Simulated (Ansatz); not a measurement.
in.yaml

```yaml
crystal:
  periodic: [false, false, false]
  atoms:
    - {symbol: B, position_ang: [0.000000, -0.186113, 1.254645]}
    - {symbol: Cl, position_ang: [0.000000, 0.036461, -0.440547]}
    - {symbol: H, position_ang: [0.000000, 0.713740, 2.038566]}
basis:
  gaussian: {orbitals: cc-pVDZ}
magnetization: {spin_polarized: true, initial_magnetization: 3}
correlation: {method: ccsdtq, electrons: outside_noble_gas}
```

```sh
$ ansatz run in.yaml --threads 2 --pin off --events-out ev --progress --plain --max-ram 24576MiB --backend cuda --devices 0, --max-vram 18GiB
```

Log:

```
692 factors; integrals over basis functions are off by at most 2.1e-7 eV
mean field evaluation 1: about -13182.6138 eV, gradient 1.4e1 eV
mean field evaluation 2: about -13182.6733 eV, gradient 1.4e1 eV
mean field evaluation 4: about -13184.5693 eV, gradient 2.4e0 eV
mean field evaluation 8: about -13184.7136 eV, gradient 4.8e-1 eV
mean field evaluation 16: about -13184.7480 eV, gradient 2.2e-6 eV
mean field evaluation 32: about -13184.7480 eV, gradient 2.7e-2 eV
mean field evaluation 64: about -13184.7480 eV, gradient 2.2e-6 eV
mean field evaluation 96: about -13184.6894 eV, gradient 1.8e-1 eV
mean field evaluation 128: about -13183.8747 eV, gradient 9.2e0 eV
mean field evaluation 160: about -13184.3570 eV, gradient 1.8e-1 eV
...
cycle  15  -5.87280788 eV  change    5.9e-5 eV  update   3.4e-5
cycle  16  -5.87281499 eV  change   -7.1e-6 eV  update   1.9e-5
cycle  17  -5.87281242 eV  change    2.6e-6 eV  update   1.2e-5
cycle  18  -5.87280976 eV  change    2.7e-6 eV  update   5.9e-6
cycle  19  -5.87280702 eV  change    2.7e-6 eV  update   3.2e-6
cycle  20  -5.87280295 eV  change    4.1e-6 eV  update   1.7e-6
cycle  21  -5.87280233 eV  change    6.3e-7 eV  update   1.1e-6
cycle  22  -5.87280349 eV  change   -1.2e-6 eV  update   7.0e-7
cycle  23  -5.87280472 eV  change   -1.2e-6 eV  update   4.2e-7
cycle  24  -5.87280532 eV  change   -6.0e-7 eV  update   2.1e-7
Total energy: -13190.62083801 eV, -484.7463748730 hartree
```

Ran on 2 threads of AMD EPYC 7R13 with a shared H100 80 GB, shared host: 2.5 min wall, 0.9 GiB peak host memory.
